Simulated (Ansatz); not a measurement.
# Li₂O, singlet: energies of several shapes or isomers

Computed with Ansatz's Gaussian-basis code (development build). Basis def2-SVP, nonrelativistic, 3 orbitals frozen in the corrections; active space CAS(6,6). Restricted Hartree–Fock, then the lowest state-specific CASSCF solution met for each case. The basis is small, far from the limit. Single-reference values can break down or jump between states where bonds are stretched. Unlike active orbitals can shift such differences by tenths of an eV, at times by over 1 eV.

Case A:

```xyz
3

Li    0.0000    0.0000    1.7345
O     0.0000    0.0000    0.0000
Li    0.0000    0.0000   -1.7345
```

Case B. A bond is stretched, to 1.24 times the sum of the covalent radii.

```xyz
3

Li    0.0000    0.0000    2.4090
O     0.0000    0.0000    0.0000
Li    0.0000    0.0000   -1.6060
```

Case C. A bond is stretched, to 1.66 times the sum of the covalent radii.

```xyz
3

Li    0.0000    0.0000    3.2120
O     0.0000    0.0000    0.0000
Li    0.0000    0.0000   -1.6060
```

Case D:

```tsv
atom	x (Å)	y (Å)	z (Å)
Li	0.0000	0.0000	1.6060
O	0.0000	0.0000	0.0000
Li	0.0000	0.0000	-1.6060
```

Energy less that of case A, in eV:

```csv
case,RHF/ROHF,CASSCF
B,+1.933,+1.681
C,+4.051,+3.141
D,-0.332,-0.213
```

Task: Give the SC-NEVPT2 energies against case A.

Result: B: +1.684 eV; C: +3.062 eV; D: -0.174 eV.

Task: Which case is lowest, and do the methods agree?

Result: D is lowest in SC-NEVPT2. Of the methods shown, RHF/ROHF, CASSCF agree.
